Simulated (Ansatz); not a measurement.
C3H4FN can be A, `N=C1CC1F`, or B, `NC=C=CF`.

Isolated molecules relaxed with PBE0-D4/def2-TZVP in Ansatz; ΔE leaves out vibrations. CCSD(T)/CBS adds triple-zeta CCSD(T) − MP2 to the extrapolated MP2 energy (def2 sets, frozen cores). Functionals use def2-TZVPP. B3LYP here is the variant with VWN-RPA as its local correlation; programs differ in this. One conformer a species, not always the lowest.

(1) Which isomer does CCSD(T)/CBS put lower? Give the gap. (Best estimate.)

(2) Give E(B) − E(A) in kcal/mol with PBE0-D4, LDA (SPW92), B2PLYP, CCSD(T)/def2-TZVPP, MP2/def2-TZVPP, B3LYP-D4, HF/def2-TZVPP. (Estimate.)

(3) Does the order hold for the free energy at 298.15 K (harmonic terms from PBE0-D4)? (Best estimate.)

Largest T1 diagnostic: 0.013.

Answers

(1) The calculation gave: B, by 6.7 kcal/mol.

(2) The calculation gave: PBE0-D4 -5.4, LDA (SPW92) -7.6, B2PLYP -8.4, CCSD(T)/def2-TZVPP -5.7, MP2/def2-TZVPP -4.9, B3LYP-D4 -9.9, HF/def2-TZVPP -6.6. None reverses the order clearly.

(3) The calculation gave: Yes: G(B) − G(A) = -7.1 kcal/mol, for one conformer each.

At CCSD(T), def2-SVP lies +3.8 kcal/mol from the extrapolated value and def2-TZVPP +1.0 kcal/mol. From BLYP to BHLYP (50 % exact exchange), in def2-TZVPP and without D4, E(B) − E(A) moves by +4.4 kcal/mol.
